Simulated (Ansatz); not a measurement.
# CHBe (doublet): wB97M-V, B2PLYP over a scan of the distance C1–H3, 6-31G

Aim: run CHBe (doublet) with these functionals over a scan of the distance C1–H3, and hold them against the top wave-function level at the same points.

The runs use Ansatz 0.2.0, Gaussian basis; 6-31G, all electrons in the functionals, frozen cores in the correlation of double hybrids and RPA.

The runs, in order: wB97M-V, B2PLYP, at 0.881 Å; 0.990 Å; 1.082 Å; 1.182 Å; 1.351 Å; 1.482 Å; 1.742 Å; 2.009 Å; 2.435 Å; 2.871 Å; 3.738 Å.

33 further runs of the same task are left out: 14 for a known fault of the program, 15 that didn't finish, 4 set aside as unsound or not needed. Runs told in other sessions of the task aren't counted.

### Step 1. The system

The geometry derives from a PBE0/def2-TZVP stationary point (not a proven minimum). One bond is set to the value named and the two fragments are kept rigid.

3 atoms, charge 0, spin multiplicity 2.

Atoms are counted from 1 here; the program's logs count them from 0.

Bond lengths: C1–Be2 1.624 Å, C1–H3 1.082 Å. Angles: Be2–C1–H3 180.0°.

No dispersion term is added; wB97M-V holds VV10 nonlocal correlation.

The geometry shown and the zero of energy belong to the point 1.082 Å. The yardstick, FCI, and other wave-function levels (R restricted, U unrestricted, valence and pair active spaces) come from earlier runs.

### Step 2. wB97M-V, 0.881 Å

The input, in.yaml:

```yaml
crystal:
  periodic: [false, false, false]
  atoms:
    - {symbol: C, position_ang: [0.000000, 0.000000, 0.247733]}
    - {symbol: Be, position_ang: [0.000000, 0.000000, -1.376467]}
    - {symbol: H, position_ang: [0.000000, 0.000000, 1.128733]}
basis:
  gaussian: {orbitals: 6-31G}
magnetization: {spin_polarized: true, initial_magnetization: 1}
hamiltonian: {xc: {name: wB97M-V}}
output: {forces: true, orbitals: {seedname: orbitals}}
```

Run with:

```bash
> ansatz run in.yaml --threads 1 --pin off --events-out ev --progress --plain --max-ram 2393MiB
```

After this run come: wB97M-V, 0.990 Å; wB97M-V, 1.082 Å; wB97M-V, 1.182 Å; wB97M-V, 1.351 Å; wB97M-V, 1.482 Å; wB97M-V, 1.742 Å; wB97M-V, 2.009 Å; wB97M-V, 2.435 Å; wB97M-V, 2.871 Å; wB97M-V, 3.738 Å; B2PLYP, 0.881 Å; B2PLYP, 0.990 Å; B2PLYP, 1.082 Å; B2PLYP, 1.182 Å; B2PLYP, 1.351 Å; B2PLYP, 1.482 Å; B2PLYP, 1.742 Å; B2PLYP, 2.009 Å; B2PLYP, 2.435 Å; B2PLYP, 2.871 Å; B2PLYP, 3.738 Å.

Q: Predict the results of all the runs planned. Wanted: span of the FCI curve; largest miss, wB97M-V; largest miss, B2PLYP.

**Answer**, as computed:

| quantity | value |
| --- | --- |
| span of the FCI curve | 82.4 kcal/mol |
| largest miss, wB97M-V | +20.0 kcal/mol (3.738 Å) |
| largest miss, B2PLYP | +17.0 kcal/mol (3.738 Å) |

In words: Of the functionals, B2PLYP keep the smallest largest miss at the points compared (at most 17.0 kcal/mol) and wB97M-V strays most (20.0 kcal/mol, at 3.738 Å). wB97M-V, B2PLYP clearly break the spin symmetry at some points (⟨S²⟩ up to 1.86 above the pure value), so energy there is bought with a mixed spin. Functionals and the yardstick converge differently with the basis, so part of each miss in 6-31G is the basis.
